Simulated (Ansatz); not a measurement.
Run this with Ansatz 0.2.0 through its Python package and show what comes out.

The script, `composite_alho2.py`:
```python
"""Relax AlHO2 cheaply, then refine its energy."""

from dataclasses import dataclass

import ansatz as az
from ase import Atoms
import numpy as np


@dataclass
class Options:
    basis_set: str = "def2-SVP"
    functional: str = "pbe0"
    vdw: str = "d3bj"


cfg = Options()


def main() -> None:
    atoms = Atoms(["O", "Al", "O", "H"], positions=[
        (-1.60583, -1.40374, -0.6512),
        (-0.47402, -0.41507, -0.19133),
        (0.69875, 0.60904, 0.2851),
        (1.3811, 1.20977, 0.55743),
    ])
    mol = az.Crystal.molecule_from_ase(atoms)

    job = mol.calculation().basis(gaussian=cfg.basis_set).functional(cfg.functional, dispersion=cfg.vdw)
    symbols = [site.symbol for site in mol.cartesian_sites]
    start = np.array([site.position_ang for site in mol.cartesian_sites], dtype=float)
    r = job.relax(force_tolerance=0.01, max_steps=100).run(threads=1).report
    end = np.array(r["positions_ang"])
    print("final positions (A) and the move of each atom")
    for symbol, xyz, old in zip(symbols, end, start):
        print(f"{symbol:2s} {xyz[0]:10.5f} {xyz[1]:10.5f} {xyz[2]:10.5f}   {np.linalg.norm(xyz - old):7.4f}")

    minimum = az.Crystal.molecule()
    for symbol, place in zip(symbols, end):
        minimum = minimum.atom(symbol, place.tolist())
    at_minimum = minimum.calculation()
    # MP2 extrapolated to the basis limit, plus the small-basis difference CCSD(T) - MP2
    level = lambda method, basis: at_minimum.basis(gaussian=basis).correlation(method).run(threads=1).report
    small, large, cluster = level("mp2", "cc-pVDZ"), level("mp2", "cc-pVTZ"), level("ccsd_t", "cc-pVDZ")
    corr = lambda each: (each["free_energy_ev"] - each["reference_energy_ev"]) / 27.211386246
    mp2_limit = (27 * corr(large) - 8 * corr(small)) / 19
    pieces = {"HF / cc-pVTZ": large["reference_energy_ev"] / 27.211386246, "MP2 correlation, DZ-TZ limit": mp2_limit, "CCSD(T) - MP2 / cc-pVDZ": corr(cluster) - corr(small)}
    for name, value in pieces.items():
        print(f"{name:32s} {value:14.6f} Ha")
    print(f"{'sum':32s} {sum(pieces.values()):14.6f} Ha")
    print("T1 diagnostic", round(cluster["correlation"]["coupled_cluster"]["t1_diagnostic"], 4))


if __name__ == "__main__":
    main()
```

`python composite_alho2.py` gives:
```text
final positions (A) and the move of each atom
O    -1.61185   -1.32523   -0.73992    0.1186
Al   -0.43430   -0.43426   -0.11980    0.0840
O     0.79753    0.47591    0.55144    0.3137
H     1.24862    1.28358    0.30828    0.2917
HF / cc-pVTZ                        -392.316972 Ha
MP2 correlation, DZ-TZ limit          -0.616854 Ha
CCSD(T) - MP2 / cc-pVDZ               -0.012501 Ha
sum                                 -392.946327 Ha
T1 diagnostic 0.0275
```

Total energies depend on the basis set; only differences at equal settings carry meaning. The sum leaves out core correlation, relativity, the Hartree-Fock basis error and zero-point energy; a DZ-TZ extrapolation is rough. Inner cores stay frozen, so this is valence correlation. For Al to Cl the sets with a tight d function, cc-pV(X+d)Z, are usual. An extrapolation from small basis sets is rough. It ran for 23 s on 1 thread of Intel(R) Xeon(R) Platinum 8259CL CPU @ 2.50GHz (Skylake/Cascade Lake), with other jobs on the host, peak memory 0.27 GiB.
